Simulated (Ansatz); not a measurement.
Relaxation of FHSi (3 atoms, charge 0, multiplicity 1), to a largest force component of 0.02 eV/Å in at most 40 steps.

These are results of Ansatz, UKS PBE/def2-SVP, not measurements.

```xyz
3
Properties=species:S:1:pos:R:3:forces:R:3
F -1.113 0.076 -0.609 -2.37 -1.41 -1.47
Si 0.173 0.540 0.156 1.87 3.15 1.39
H 0.929 -0.681 0.440 0.50 -1.74 0.08
```

Q: Where does it end, and by what steps?

A: The run converged. After 5 steps the energy has fallen by 0.266 eV; Si2 moved furthest, 0.10 Å.

```
step  energy less start (eV)  largest force component (eV/Å)  accepted
   0                  0.0000                           3.153       yes
   1                 -0.2168                           1.318       yes
   2                 -0.2653                           0.208       yes
   3                 -0.2662                           0.041       yes
   4                 -0.2665                           0.021       yes
   5                 -0.2665                           0.003       yes
```

```xyz
3
Properties=species:S:1:pos:R:3
F -1.120 0.028 -0.618
Si 0.193 0.637 0.178
H 0.916 -0.730 0.427
```

Run time: 2.9 s on 1 thread of Intel(R) Xeon(R) 6975P-C (Granite Rapids), on a shared host, peak memory 0.11 GiB.
